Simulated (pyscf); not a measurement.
Routes from B–OH (SMILES [B]O) [singlet] + H₂ (SMILES [H][H])

Candidate steps break at most two bonds and form at most two. Each was searched with GFN2-xTB (tblite) first. PySCF, gas phase, ωB97X-D3(BJ)/def2-SVP geometries. Energies: ωB97M-D3(BJ)/def2-TZVP, kcal/mol, from the separated reactants, singlet surface; ΔG‡ with ideal gas, 1 atm, RRHO with modes under 100 cm⁻¹ raised to 100, one conformer, R ln 2 for chiral ones without a mode under 150 cm⁻¹.

```
products                            type   ΔE‡     ΔE  ΔG‡ 298 K  ΔG‡ 900 K  ν‡ (cm⁻¹)
------------------  --------------------  ----  -----  ---------  ---------  ---------
H₂B–OH                         insertion  37.0  -59.8       46.6       64.9      1510i
BH [singlet] + H₂O  four-centre exchange  70.0  +61.9       79.4       96.8      1621i
```

Row 2: On the product side the descent ends in an adduct with a B–O contact, 12.7 kcal/mol under the separated species and 21.5 kcal/mol under the saddle at ωB97X-D3(BJ)/def2-TZVP. 

Plain bond fissions and candidates not yet searched are not listed, and one of them may be faster. Each barrier is that of the saddle found; lower ones may exist.
